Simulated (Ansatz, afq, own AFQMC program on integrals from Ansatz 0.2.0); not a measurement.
HfOF₂, singlet: AFQMC among the cluster methods

```yaml
atoms:
  - { symbol: Hf, position_ang: [-0.1185, 0.0301, 0.0000] }
  - { symbol: O, position_ang: [0.4405, 1.6923, 0.0000] }
  - { symbol: F, position_ang: [0.3710, -0.8539, -1.6420] }
  - { symbol: F, position_ang: [0.3710, -0.8539, 1.6420] }
```

Connectivity, by distances: O–Hf(–F)–F.

Basis def2-SVP with its core potentials. Noble-gas cores (and the filled d shells of Ga–Kr and In–Xe) are frozen. Integrals, coupled cluster, full CI and functionals: Ansatz 0.2.0; the random walks run on the same integrals in our own AFQMC program. ph-AFQMC/CISD is guided by a CISD state made of CCSD amplitudes; releasing the constraint for a short imaginary time cuts its bias at the price of noise, slowly where states lie close. Error bars are statistical, one sigma. No spin–orbit coupling. The metal's outer-core s and p shells are frozen, which shifts wave-function levels against functionals.

Determinant: RHF, the one that the program's search chose, which needn't be the lowest solution. The geometry is a PBE0/def2-TZVP stationary point of this or a neighbouring charge and spin state.

No full CI on the walks' own integrals is used here; CCSDT(Q) serves as the reference and is uncertain by about the last step of the cluster series.

Cautions: no spin-orbit coupling; outer-core shells of the metal frozen.

- T1 diagnostic: 0.0226
- weight of the determinant in the CISD state: 0.831
- size of the correlated space: 24 electrons in 67 orbitals

Reference: CCSDT(Q), correlation energy -18.657 eV. The released energy is read at 1.20 1/Eh (meV from the phaseless value at times in 1/Eh: -5 ± 7 at 0.24, -4 ± 6 at 0.48, -9 ± 9 at 0.80, -14 ± 15 at 1.20).

```
         level  E − E(reference) (kcal/mol)  share of correlation (%)
            HF                       430.23                      0.00
           MP2                         2.76                     99.36
          CCSD                        13.73                     96.81
       CCSD(T)                         1.62                     99.62
         CCSDT                         1.46                     99.66
   ph-AFQMC/HF                 -7.12 ± 1.97                    101.65
 ph-AFQMC/CISD                  0.27 ± 0.19                     99.94
released AFQMC                 -0.05 ± 0.36                    100.01
```

A walk keeps the symmetry of its determinant, which the program's search chose and which needn't be the lowest solution, so a lower state of the same spin and another symmetry isn't excluded. Released energies are given only where the last usable release times agree within the noise; a slower fall can still hide under it.
